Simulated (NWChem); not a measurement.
# CH2F (SMILES [CH2]F) at UPBEOP/6-311G (esp esp), part 2 of 2

NWChem 7.3.0. The steps go on from the part before.

## (3) The quartet

m1.nw

```
start m1
title "CH2F energy"
memory 2200 mb

geometry noautosym nocenter
zmatrix
  C
  F 1 1.330871
  H 1 1.08182 2 115.06856
  H 1 1.081953 3 124.60302 2 152.99713
end
end

basis spherical
C library 6-311G
F library 6-311G
H library 6-311G
end

dft
xc pbeop
mult 4
grid medium
iterations 150
print low
end

esp
recalculate
end

task dft energy
task esp
```

Launch:

```bash
$ nwchem m1.nw > m1.out
```

The program printed:

```text
Northwest Computational Chemistry Package (NWChem) 7.3.0
             --------------------------------------------------------

           Job information
           ---------------

    nwchem branch   = 7.3.0
    use scalapack   = T
    input           = m1.nw
    prefix          = m1.
    data base       = ./m1.db
    status          = startup
    nproc           =        1

           Memory information
           ------------------

    heap     =     72089598 doubles =      550.0 Mbytes
    stack    =     72089595 doubles =      550.0 Mbytes
    global   =    144179200 doubles =     1100.0 Mbytes (distinct from heap & stack)
    total    =    288358393 doubles =     2200.0 Mbytes
    verify   = yes
    hardfail = no

           Directory information
           ---------------------

  0 permanent = .
  0 scratch   = .

                                NWChem Input Module
                                -------------------

                                    CH2F energy
                                    -----------

 Scaling coordinates for geometry "geometry" by  1.889725989
 (inverse scale =  0.529177249)

                             Geometry "geometry" -> ""
                             -------------------------

 Output coordinates in angstroms (scale by  1.889725989 to convert to a.u.)

  No.       Tag          Charge          X              Y              Z
 ---- ---------------- ---------- -------------- -------------- --------------
    1 C                    6.0000     0.00000000     0.00000000     0.00000000
    2 F                    9.0000     0.00000000     0.00000000     1.33087100
    3 H                    1.0000     0.97991411     0.00000000    -0.45836978
    4 H                    1.0000    -0.89274705     0.40434665    -0.45839806

      Atomic Mass
      -----------

      C                 12.000000
      F                 18.998400
      H                  1.007825

 Effective nuclear repulsion energy (a.u.)      32.2861414976

            Nuclear Dipole moment (a.u.)
            ----------------------------
        X                 Y               Z
 ---------------- ---------------- ----------------
     0.1647218467     0.7641043754    20.9023936429

                                Z-matrix (user)
                                --------

 Units are Angstrom for bonds and degrees for angles

      Type          Name      I     J     K     L     M      Value
      ----------- --------  ----- ----- ----- ----- ----- ----------
    1 Stretch                  2     1                       1.33087
    2 Stretch                  3     1                       1.08182
    3 Bend                     3     1     2               115.06856
    4 Stretch                  4     1                       1.08195
    5 Bend                     4     1     3               124.60302
    6 Torsion                  4     1     3     2         152.99713

            XYZ format geometry
            -------------------
     4
 geometry
 C                     0.00000000     0.00000000     0.00000000
 F                     0.00000000     0.00000000     1.33087100
 H                     0.97991411     0.00000000    -0.45836978
 H                    -0.89274705     0.40434665    -0.45839806

 ==============================================================================
                                internuclear distances
 ------------------------------------------------------------------------------
       center one      |      center two      | atomic units |  angstroms
 ------------------------------------------------------------------------------
    2 F                |   1 C                |     2.51498  |     1.33087
    3 H                |   1 C                |     2.04434  |     1.08182
    4 H                |   1 C                |     2.04459  |     1.08195
 ------------------------------------------------------------------------------
                         number of included internuclear distances:          3
 ==============================================================================

 ==============================================================================
                                 internuclear angles
 ------------------------------------------------------------------------------
        center 1       |       center 2       |       center 3       |  degrees
 ------------------------------------------------------------------------------
    2 F                |   1 C                |   3 H                |   115.07
    2 F                |   1 C                |   4 H                |   115.07
    3 H                |   1 C                |   4 H                |   124.60
 ------------------------------------------------------------------------------
                            number of included internuclear angles:          3
 ==============================================================================

                      Basis "ao basis" -> "" (spherical)
                      -----
  [basis functions not shown]

 Summary of "ao basis" -> "" (spherical)
 ------------------------------------------------------------------------------
       Tag                 Description            Shells   Functions and Types
 ---------------- ------------------------------  ------  ---------------------
 C                           6-311G                  7       13   4s3p
 F                           6-311G                  7       13   4s3p
 H                           6-311G                  3        3   3s

                                 NWChem DFT Module
                                 -----------------

                                    CH2F energy

  Caching 1-el integrals
   Time after variat. SCF:      0.1
   Time prior to 1st pass:      0.1

           Memory utilization after 1st SCF pass:
           Heap Space remaining (MW):       38.15            38152326
          Stack Space remaining (MW):       72.09            72089148

   convergence    iter        energy       DeltaE   RMS-Dens  Diis-err    time
 ---------------- ----- ----------------- --------- --------- ---------  ------
 d= 0,ls=0.0,diis     1   -138.5052383391 -1.71D+02  1.92D-01  2.53D-01     0.2
                                                     1.30D-02  1.57D-01
 d= 0,ls=0.0,diis     2   -138.3490399078  1.56D-01  1.63D-01  4.29D-01     0.3
                                                     1.16D-02  4.61D-01
 d= 0,ls=0.0,diis     3   -138.5681367087 -2.19D-01  3.62D-02  6.95D-02     0.4
                                                     4.59D-03  6.84D-02
 d= 0,ls=0.0,diis     4   -138.5666919339  1.44D-03  6.62D-02  5.56D-02     0.5
                                                     3.57D-03  6.09D-02
 d= 0,ls=0.0,diis     5   -138.5852371458 -1.85D-02  3.54D-02  1.07D-02     0.6
                                                     1.16D-03  1.13D-02
  Resetting Diis
 d= 0,ls=0.0,diis     6   -138.5906413624 -5.40D-03  5.72D-03  3.63D-04     0.7
                                                     2.38D-04  4.14D-04
 d= 0,ls=0.0,diis     7   -138.5908684913 -2.27D-04  7.15D-04  7.88D-07     0.8
                                                     6.44D-05  1.72D-06
 d= 0,ls=0.0,diis     8   -138.5908645235  3.97D-06  7.74D-04  1.16D-05     0.9
                                                     3.63D-05  1.08D-05
 d= 0,ls=0.0,diis     9   -138.5908694447 -4.92D-06  1.89D-04  4.85D-07     1.0
                                                     1.30D-05  6.68D-07
 d= 0,ls=0.0,diis    10   -138.5908696231 -1.78D-07  1.13D-04  1.42D-07     1.1
                                                     6.01D-06  1.02D-07
 d= 0,ls=0.0,diis    11   -138.5908696909 -6.77D-08  1.03D-04  1.03D-08     1.2
                                                     3.99D-06  1.79D-08
 d= 0,ls=0.0,diis    12   -138.5908696849  5.97D-09  6.72D-05  1.47D-08     1.3
                                                     2.13D-06  1.14D-08
 d= 0,ls=0.0,diis    13   -138.5908697035 -1.86D-08  1.74D-06  4.95D-11     1.4
                                                     1.21D-07  3.58D-11

         Total DFT energy =     -138.590869703464
      One electron energy =     -253.279041409401
           Coulomb energy =       98.755866253551
    Exchange-Corr. energy =      -16.353836045217
 Nuclear repulsion energy =       32.286141497604

 Numeric. integr. density =       17.000001441469

     Total iterative time =      1.4s

     --------------------------
     Expectation value of S2:
     --------------------------
      <S2> =      3.7520 (Exact =     3.7500)

 Task  times  cpu:        1.4s     wall:        1.4s

                                NWChem Input Module
                                -------------------

                     NWChem Electrostatic Potential Fit Module
                     -----------------------------------------

 Atom parameters

 Number of atoms is                                    4
 Number of basis functions is                         32

 Grid parameters

 Maximum number of grid points is                   1462
 Number of grid points is                           1461
 Grid range                                     0.300000 nm
 Grid spacing                                   0.050000 nm
 Probe radius                                   0.070000 nm
 Atom radius factor                             1.000000

 Atomic radii

    1    0.100000
    6    0.147000
    9    0.128000
 FASTESP  F
  using M.O. file = ./m1.movecs

    Atom              Coordinates                           Charge

                                                  ESP

    1 C     0.000000    0.000000    0.000000    0.463462
    2 F     0.000000    0.000000    0.133087    0.020395
    3 H     0.097991    0.000000   -0.045837   -0.246862
    4 H    -0.089275    0.040435   -0.045840   -0.236995
                                            ------------
                                                0.000000

 Dipole moment                                  0.507319

 Quadrupole moment Qxx                         -3.081434
                   Qyy                          1.249478
                   Qzz                          1.831956

 RMS deviation kJ/mol                           1.129198

 RRMS %                                        79.046244

 Task  times  cpu:        0.1s     wall:        0.1s
 Total times  cpu:        1.6s     wall:        1.6s
```

It took 2 s on 1 thread of INTEL XEON PLATINUM 8581C at 2.10GHz (Emerald Rapids), shared host; peak memory 0.11 GiB.

## (4) Results

This closing draws on all 2 parts.

Level: UPBEOP/6-311G (esp esp).

```
                                        quantity          value
                           doublet: total energy  -138.95286 Eh
                          doublet: dipole moment         1.39 D
     doublet: HOMO energy (highest over α and β)       -4.42 eV
      doublet: LUMO energy (lowest over α and β)       -2.54 eV
                                   doublet: ⟨S²⟩          0.752
                           quartet: total energy  -138.59087 Eh
                                   quartet: ⟨S²⟩          3.752
vertical energy of the quartet above the doublet       9.850 eV
```

What this shows: At this shape the quartet lies 9.85 eV (227 kcal/mol) above the doublet.
